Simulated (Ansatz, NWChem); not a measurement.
**Worked example: the enthalpy of formation of C3H7N (cyclopropylamine)**

C3H7N: 11 atoms, total charge 0, spin state singlet. SMILES: `NC1CC1`. The coordinates come from a PBE0-D4/def2-TZVP relaxation. This is one conformer, not always the lowest.

Total energies at HF/6-31G* (spherical functions) (NWChem 7.3.0); the atoms run unrestricted:

| species | state | energy (Eh) |
| --- | --- | --- |
| C3H7N | singlet | -172.080968 |
| N | quartet | -54.385008 |
| C | triplet | -37.680577 |
| H | doublet | -0.498233 |

Harmonic wavenumbers at PBE0-D4/def2-TZVP, in cm⁻¹: 269, 402, 411, 775, 811, 845, 848, 919, 1022, 1057, 1071, 1132, 1186, 1196, 1256, 1271, 1414, 1448, 1506, 1658, 3088, 3153, 3158, 3238, 3251, 3524, 3604.

Measured heats of formation of the gaseous atoms at 298.15 K, in kJ/mol: N 472.4, C 716.9, H 218.0. Take 1 Eh = 2625.50 kJ/mol, 1 cm⁻¹ = 0.0119627 kJ/mol, RT = 2.479 kJ/mol.

Q: Work out the heat of formation of the gas at 298 K.

A: 
1. Electronic atomisation energy: (-54.385008) + 3 × (-37.680577) + 7 × (-0.498233) − (-172.080968) = 1.166598 Eh = 3062.9 kJ/mol.
2. Zero-point energy: half the sum of the wavenumbers, 21756.5 cm⁻¹ = 260.3 kJ/mol.
3. Thermal vibrational enthalpy, Σ hcν̃/(exp(hcν̃/kT) − 1): 4.2 kJ/mol. Translation, rotation and pV of a non-linear molecule: 4 RT = 9.9 kJ/mol.
4. The 11 free atoms carry 5/2 RT each: 68.2 kJ/mol.
5. Spin-orbit coupling lowers the free atoms by 3 × 0.02 = 0.1 kJ/mol.
6. Atomisation enthalpy at 298 K: 3062.9 − 0.1 − 260.3 − 4.2 − 9.9 + 68.2 = 2856.6 kJ/mol.
7. Sum of the atoms' heats of formation: 4149.1 kJ/mol. Heat of formation: 4149.1 − 2856.6 = +1292.5 kJ/mol.

The tabulated value is +77.0 kJ/mol (CRC Handbook of Chemistry and Physics), so this level is off by +1215.5 kJ/mol, or 29.8 % of the atomisation enthalpy that the table implies (4072.0 kJ/mol). Hartree–Fock leaves out correlation, which is larger in the molecule than in the atoms, so it underbinds and puts the heat of formation too high. Anharmonicity and any spin-orbit splitting of the molecule are left out.
